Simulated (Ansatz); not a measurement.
## C2H5FO2, SMILES OCOCF: harmonic frequencies at the relaxed geometry

Program: Ansatz 0.2.0, Python API.

`freq_c2h5fo2.py`
```python
import ansatz as az
from ase import Atoms
from ase.thermochemistry import IdealGasThermo
import numpy as np

geometry_ang = [
    ("O", [-0.9259, -0.7373, 1.1851]),
    ("C", [-0.1567, -1.0425, 0.0772]),
    ("O", [-0.1532, 0.0081, -0.8828]),
    ("C", [0.6285, 1.1515, -0.3582]),
    ("F", [0.6556, 2.0214, -1.3959]),
    ("H", [-1.8869, -0.7804, 0.8512]),
    ("H", [0.8814, -1.2732, 0.4414]),
    ("H", [-0.519, -1.9203, -0.4065]),
    ("H", [-0.0105, 1.6291, 0.4938]),
    ("H", [1.5698, 0.8925, -0.0023]),
]
geometry = az.Crystal.molecule()
for symbol, xyz in geometry_ang:
    geometry = geometry.atom(symbol, xyz)

base = geometry.calculation()
base = base.basis(gaussian="def2-SVP")
base = base.functional("b3lyp")
symbols = [site.symbol for site in geometry.cartesian_sites]
start = np.array([site.position_ang for site in geometry.cartesian_sites], dtype=float)
def progress(event):
    if event["event"] == "relax_step":
        row = event["data"]
        print(f"step {row['step']:3d}  E = {row['lagrangian_ev']:.6f} eV  max force {row['allowed_force_max_ev_ang']:.4f} eV/A")


r = base.relax(force_tolerance=0.003, max_steps=100).session().plan().execute(on_event=progress).report
end = np.array(r["positions_ang"])

print("bond        before    after (A)")
for i, j in [(0, 1), (0, 5), (1, 2), (1, 6), (1, 7), (2, 3), (3, 4), (3, 8), (3, 9)]:
    d0, d1 = (np.linalg.norm(xyz[i] - xyz[j]) for xyz in (start, end))
    print(f"{symbols[i]}{i}-{symbols[j]}{j}".ljust(10), f"{d0:8.4f} {d1:8.4f}")
for i, j, k in [(1, 0, 5), (0, 1, 2), (0, 1, 6), (0, 1, 7), (2, 1, 6), (2, 1, 7), (6, 1, 7), (1, 2, 3)]:
    u, v = end[i] - end[j], end[k] - end[j]
    print(f"angle {symbols[i]}{i}-{symbols[j]}{j}-{symbols[k]}{k}: {np.degrees(np.arccos(np.clip(u @ v / np.linalg.norm(u) / np.linalg.norm(v), -1, 1))):.2f} deg")

minimum = az.Crystal.molecule()
for symbol, xyz in zip(symbols, end):
    minimum = minimum.atom(symbol, xyz.tolist())
vibrating = minimum.calculation()
vibrating = vibrating.basis(gaussian="def2-SVP").functional("b3lyp")
vibrating = vibrating.phonons(temperatures=(298.15, 498.15, 100))
vib = vibrating.run(threads=1, backend="cpu").report["vibrations"]
sums = vib["harmonic_sums"]
modes = [m["omega_inv_cm"] for m in sums["modes_at_gamma"] if m["rigid_motion"] == "no"]
for number, w in enumerate(modes, start=1):
    print(f"mode {number:2d} {w:9.1f} 1/cm {w / 8065.544 * 1000:8.2f} meV")
print("imaginary modes:", sum(w < 0 for w in modes), " zero-point energy:", round(sums["zero_point_energy_ev"], 4), "eV")
gas = IdealGasThermo(vib_energies=[w / 8065.544 for w in modes if w > 0], geometry="linear" if len(modes) == 3 * len(symbols) - 5 else "nonlinear",
                     atoms=Atoms(symbols, positions=end), symmetrynumber=1, spin=0.0)
print(f"H(298 K) - E = {gas.get_enthalpy(298.15, verbose=False):.4f} eV")
print(f"S(298 K, 1 bar) = {96485.33 * gas.get_entropy(298.15, 1e5, verbose=False):.1f} J/(mol K) with symmetry number 1")
```

Output of `python freq_c2h5fo2.py`:
```text
step   1  E = -8958.556878 eV  max force 5.6684 eV/A
step   2  E = -8958.931515 eV  max force 1.6395 eV/A
step   3  E = -8958.995366 eV  max force 0.3131 eV/A
step   4  E = -8958.999166 eV  max force 0.1288 eV/A
step   5  E = -8959.000066 eV  max force 0.0663 eV/A
step   6  E = -8959.000951 eV  max force 0.0447 eV/A
step   7  E = -8958.993748 eV  max force 0.4233 eV/A
step   8  E = -8959.004021 eV  max force 0.0442 eV/A
step   9  E = -8959.006373 eV  max force 0.2448 eV/A
step  10  E = -8959.009245 eV  max force 0.1775 eV/A
step  11  E = -8959.016243 eV  max force 0.2310 eV/A
step  12  E = -8959.017311 eV  max force 0.6093 eV/A
step  13  E = -8959.038751 eV  max force 0.3136 eV/A
step  14  E = -8959.082170 eV  max force 0.2858 eV/A
step  15  E = -8959.126551 eV  max force 0.2262 eV/A
step  16  E = -8959.140510 eV  max force 0.5817 eV/A
step  17  E = -8959.162158 eV  max force 0.4202 eV/A
step  18  E = -8959.168895 eV  max force 0.1412 eV/A
step  19  E = -8959.176501 eV  max force 0.1010 eV/A
step  20  E = -8959.177314 eV  max force 0.0302 eV/A
step  21  E = -8959.177343 eV  max force 0.0216 eV/A
step  22  E = -8959.177384 eV  max force 0.0018 eV/A
bond        before    after (A)
O0-C1        1.3828   1.3917
O0-H5        1.0183   0.9679
C1-O2        1.4232   1.4174
C1-H6        1.1241   1.1017
C1-H7        1.0657   1.1038
O2-C3        1.4811   1.3800
C3-F4        1.3544   1.3790
C3-H8        1.1672   1.1014
C3-H9        1.0391   1.1050
angle C1-O0-H5: 108.23 deg
angle O0-C1-O2: 112.83 deg
angle O0-C1-H6: 106.52 deg
angle O0-C1-H7: 112.88 deg
angle O2-C1-H6: 110.33 deg
angle O2-C1-H7: 104.72 deg
angle H6-C1-H7: 109.60 deg
angle C1-O2-C3: 114.59 deg
mode  1      85.1 1/cm    10.55 meV
mode  2     166.0 1/cm    20.58 meV
mode  3     307.4 1/cm    38.12 meV
mode  4     402.9 1/cm    49.95 meV
mode  5     573.7 1/cm    71.13 meV
mode  6     606.8 1/cm    75.23 meV
mode  7     959.9 1/cm   119.01 meV
mode  8    1047.0 1/cm   129.82 meV
mode  9    1055.3 1/cm   130.84 meV
mode 10    1098.4 1/cm   136.19 meV
mode 11    1166.7 1/cm   144.65 meV
mode 12    1193.5 1/cm   147.97 meV
mode 13    1278.6 1/cm   158.52 meV
mode 14    1312.8 1/cm   162.77 meV
mode 15    1384.6 1/cm   171.67 meV
mode 16    1425.2 1/cm   176.70 meV
mode 17    1466.7 1/cm   181.84 meV
mode 18    1506.1 1/cm   186.74 meV
mode 19    1508.6 1/cm   187.04 meV
mode 20    3031.8 1/cm   375.90 meV
mode 21    3039.6 1/cm   376.86 meV
mode 22    3106.0 1/cm   385.10 meV
mode 23    3114.9 1/cm   386.20 meV
mode 24    3795.7 1/cm   470.60 meV
imaginary modes: 0  zero-point energy: 2.147 eV
H(298 K) - E = 2.3218 eV
S(298 K, 1 bar) = 312.6 J/(mol K) with symmetry number 1
```

The settings weren't tested for convergence. The frequencies are harmonic and unscaled, in a modest basis. The result belongs to the one conformer reached from this start, and soft torsions count as harmonic oscillators. b3lyp holds the VWN-RPA fit, as in Gaussian; the form of ORCA and Turbomole is b3lyp5. The entropy takes a symmetry number of 1; a symmetric molecule's is lower by R ln(sigma). Wall time of the script: 4.1 min on 1 thread of Arm Neoverse V1, on a shared host, peak memory 0.31 GiB.

(Lines on the test bed's own set-up are left out of the output.)
